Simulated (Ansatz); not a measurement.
```yaml
crystal:
  periodic: [false, false, false]
  atoms:
    - {symbol: Ge, position_ang: [-0.587104, -0.004378, 0.001601]}
    - {symbol: Na, position_ang: [2.040240, 0.015215, -0.005563]}
    - {symbol: H, position_ang: [-1.417608, 1.285820, 0.005960]}
    - {symbol: H, position_ang: [-1.400041, -0.660463, 1.125455]}
    - {symbol: H, position_ang: [-1.406190, -0.656858, -1.119898]}
basis:
  gaussian: {orbitals: def2-TZVP}
hamiltonian: {xc: pbe0}
relax: {f_tol: 0.004, max_steps: 80}
```

```sh
$ ansatz run in.yaml --threads 1 --pin off --events-out ev --progress --plain --max-ram 2176MiB
```

Steps of the relaxation (energy above the last step; positions in Å, forces in eV/Å):

```
5
step 1, 137.6 meV
Ge   -0.587   -0.004    0.002   -0.526   -0.004    0.001
Na    2.040    0.015   -0.006    0.424    0.003   -0.001
H    -1.418    1.286    0.006    0.029    0.681    0.001
H    -1.400   -0.660    1.125    0.038   -0.341    0.589
H    -1.406   -0.657   -1.120    0.035   -0.339   -0.590
```

```
5
step 2, 23.6 meV
Ge   -0.699   -0.005    0.002   -0.226   -0.002    0.001
Na    1.991    0.015   -0.005    0.244    0.002   -0.001
H    -1.365    1.424    0.006   -0.004   -0.302    0.000
H    -1.346   -0.729    1.244   -0.008    0.151   -0.261
H    -1.352   -0.725   -1.239   -0.006    0.150    0.261
```

```
5
step 3, 0.6 meV
Ge   -0.680   -0.005    0.002   -0.133   -0.001    0.000
Na    2.058    0.015   -0.006    0.035    0.000    0.000
H    -1.393    1.387    0.006    0.033   -0.032    0.000
H    -1.374   -0.711    1.212    0.032    0.017   -0.028
H    -1.381   -0.707   -1.207    0.033    0.016    0.028
```

```
5
step 5, 0.0 meV
Ge   -0.687   -0.005    0.002   -0.001    0.000    0.000
Na    2.061    0.015   -0.006    0.000    0.000    0.000
H    -1.392    1.387    0.006    0.000    0.000    0.000
H    -1.373   -0.711    1.213    0.000    0.000    0.000
H    -1.380   -0.707   -1.208    0.000    0.000    0.000
```

Close pairs at the end: Ge1–H4 1.561 Å, Ge1–H5 1.561 Å, Ge1–H3 1.561 Å, Ge1–Na2 2.749 Å.

A stationary point of restricted PBE0 after 5 steps (its stability towards spin polarisation wasn't tested); no frequencies were run, so it isn't proven a minimum. 18 s on 1 thread of Intel Xeon Platinum 8259CL, shared host.
